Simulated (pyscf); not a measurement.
PySCF, gas phase, ωB97X-D3(BJ)/def2-SVP geometries.

Question: Estimate by transition-state theory the rate constant of H₃C–CH(F)–F + methyl (CH₃•) -> H₃C–C•(CH₃)–F + hydrogen fluoride (HF) (doublet surface; C–F, C–H broken, C–C, F–H formed) at 1200 K, with ωB97M-D3(BJ)/def2-TZVP energies (ideal gas, 1 atm, RRHO with modes under 100 cm⁻¹ raised to 100, one conformer, R ln 2 for rigid chiral ones; no tunnelling).

Answer: The electronic barrier is 52.4 kcal/mol and the thermal terms add +40.3, so ΔG‡ = 92.8 kcal/mol. With k_BT/h = 2.50e+13 s⁻¹ and RT = 2.385 kcal/mol, and a volume of 1.64e-19 cm³ per molecule at 1 atm, k = 5.2e-23 cm³ molecule⁻¹ s⁻¹. Wigner's tunnelling factor for 1113i cm⁻¹ would be 1.07. A shift of 1 kcal/mol in the barrier changes k by a factor 1.5. On the product side the descent ends in a complex (not fully relaxed), 5.4 kcal/mol under the separated species and 66.0 kcal/mol under the saddle at ωB97X-D3(BJ)/def2-TZVP. One saddle was located; it need not be the lowest between these sides.
